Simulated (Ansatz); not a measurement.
Dissociation curve of FLi, singlet.

- RHF/cc-pVDZ (Ansatz, a program for electronic structure)
- RMP2 = MP2 on RHF/cc-pVDZ, frozen core (Ansatz)
- RCCSD(T) = CCSD(T) on RHF/cc-pVDZ, frozen core (Ansatz)
- UHF/cc-pVDZ (Ansatz)
- RKS-B3LYP = restricted B3LYP/cc-pVDZ run with Ansatz
- UKS-B3LYP = unrestricted B3LYP/cc-pVDZ (Ansatz)
- RKS-PBE0 = restricted PBE0/cc-pVDZ (Ansatz)
- UKS-PBE0 = unrestricted PBE0/cc-pVDZ (Ansatz)
- RKS-PBE = restricted PBE/cc-pVDZ in Ansatz
- UKS-PBE = unrestricted PBE/cc-pVDZ in Ansatz
- FCI = Ansatz with full CI/cc-pVDZ, frozen core

All curves are set to zero at 1.60 Å and compared with full CI in the same basis at 1.60, 1.69, 1.77, 1.80, 1.86, 1.94, 2.02, 2.08, 2.18, 2.31, 2.48, 2.69, 2.96, 3.28, 3.64, 4.06, 4.62, 5.31 Å.

Q: Order the methods by the spread of their error (largest minus smallest) over these points.

A: UKS-B3LYP has the smallest spread and RCCSD(T) the largest. In order (mEh): UKS-B3LYP 16.95, RKS-PBE 17.20, UKS-PBE0 18.47, RKS-B3LYP 18.78, RKS-PBE0 20.55, UKS-PBE 24.04, RHF 41.13, RMP2 45.92, UHF 61.32, RCCSD(T) 63.21.

Errors against full CI at some of the points (mEh):

| method | 2.02 Å | 2.48 Å | 3.28 Å | 4.06 Å | 5.31 Å |
|---|---|---|---|---|---|
| UKS-B3LYP | 2.3 | 2.0 | -4.3 | -14.5 | -8.0 |
| RKS-PBE | -0.3 | -3.1 | -12.7 | -16.9 | -3.8 |
| UKS-PBE0 | 1.8 | 1.2 | -5.4 | -16.6 | -10.7 |
| RKS-B3LYP | 2.3 | 2.0 | -2.9 | -3.3 | 13.8 |
| RKS-PBE0 | 1.8 | 1.2 | -3.5 | -2.9 | 15.5 |
| UKS-PBE | -0.3 | -3.1 | -13.6 | -23.7 | -17.4 |
| RHF | 2.7 | 3.3 | 2.1 | 10.2 | 41.1 |
| RMP2 | 0.1 | 0.8 | 3.6 | 14.8 | 45.9 |
| UHF | 2.7 | 3.3 | -14.8 | -50.1 | -58.0 |
| RCCSD(T) | 0.1 | 0.2 | -0.1 | -21.5 | 41.7 |

The scan ran from 1.34 to 6.28 Å; beyond the distances shown full CI changes its symmetry label. The restricted form behind RHF, RMP2, RKS-B3LYP, RKS-PBE0, RKS-PBE keeps the bonding electrons paired and can't separate into open-shell fragments. The T1 diagnostic of CCSD on the restricted reference of RMP2, RCCSD(T) exceeds 0.045 at 2.96 to 5.31 Å. The unrestricted determinant behind UHF is spin-contaminated at 3.28 to 5.31 Å (<S²> up to 1.0, against 0.00 for a pure singlet). The unrestricted determinant behind UKS-B3LYP, UKS-PBE is spin-contaminated at 3.28 to 5.31 Å (<S²> up to 0.6, against 0.00 for a pure singlet). The unrestricted determinant behind UKS-PBE0 is spin-contaminated at 3.28 to 5.31 Å (<S²> up to 0.7, against 0.00 for a pure singlet).
